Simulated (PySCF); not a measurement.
These are PBE-D3(BJ)/def2-TZVP // PBE0-D4/def2-TZVP in PySCF 2.14.0 values and carry that method's errors. All species are isolated molecules in the gas phase. 

Reference species (SMILES): `[CH2]C#N` (neutral, multiplicity 2).

| Item | Result |
|---|---|
| highest occupied spin orbital | -6.39 eV |

Changed species: `[O]C` (radical fragment; the reference has radical fragment).

Question: Predict the effect on the highest occupied spin orbital.

Answer: the highest occupied spin orbital increases by 0.46 eV, to -5.93 eV.
